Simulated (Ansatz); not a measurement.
## Platinum, fcc: convergence with the plane-wave cutoff

Computed with Ansatz, r²SCAN, scalar-relativistic PAW, on the relaxed cell (a = 3.941 Å; spin not included). Errors count from a run at 500 eV on a Γ-centred 22×22×22 mesh with Fermi-Dirac smearing of 0.1 eV, extrapolated to zero width. Fixed here: mesh 14×14×14, Fermi-Dirac width 0.1 eV. The pressure holds a Pulay correction and is unreliable far below the recommended cutoff. The SCF starts from atomic densities corrected by a trained network.

```tsv
cutoff (eV)	E(σ→0) error (meV/atom)	P (GPa)	SCF iterations
150	52681.8	-87.90	8
200	11237.8	-4.54	7
250	1536.7	3.27	6
300	148.2	-0.59	6
350	6.9	-0.12	6
420	-3.2	-0.01	6
500	-5.6	0.00	6
600	-6.9	0.01	6
800	-8.0	-0.01	6
```

Within 5 meV/atom of the last row: from 420 eV on.
